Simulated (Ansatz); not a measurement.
# Extrapolating MP2 to the basis-set limit: doublet CH3N+

CH3N+: 5 atoms, total charge +1, spin state doublet. As SMILES of the parent species, `C=N`. The coordinates come from a PBE0-D4/def2-TZVP relaxation. That shape belongs to the parent species and isn't relaxed for this state.

```xyz
5

C    -0.0372   -0.3865    0.0380
N     0.6232    0.6543   -0.2259
H    -1.0902   -0.4006    0.3427
H     0.4575   -1.3569   -0.0362
H     0.0467    1.4898   -0.1186
```

MP2 energies, 2 core orbitals frozen (Ansatz 0.2.0):

| basis | X | functions | Hartree–Fock (Eh) | correlation (Eh) |
| --- | --- | --- | --- | --- |
| cc-pVDZ-DK | 2 | 43 | -93.744454 | -0.250018 |
| cc-pVTZ-DK | 3 | 102 | -93.770641 | -0.309498 |
| cc-pVQZ-DK | 4 | 200 | -93.776945 | -0.330408 |

The correlation energy converges as X⁻³, the Hartree–Fock energy about exponentially.

Question: Estimate the basis-set limit from the two largest sets.

Answer: 
1. Correlation: E(∞) = (4³ E(4) − 3³ E(3))/(4³ − 3³) = (64 × (-0.330408) − 27 × (-0.309498))/37 = -0.345667 Eh.
2. Hartree–Fock: successive steps shrink by 0.241; summing the geometric tail gives -93.776945 + (-0.006304) × 0.241/(1 − 0.241) = -93.778944 Eh.
3. Total: -93.778944 + (-0.345667) = -94.124611 Eh.
4. cc-pVQZ-DK holds 95.6 % of the extrapolated correlation energy, cc-pVTZ-DK 89.5 %.

This is an estimate of the method's limit, not an exact energy.
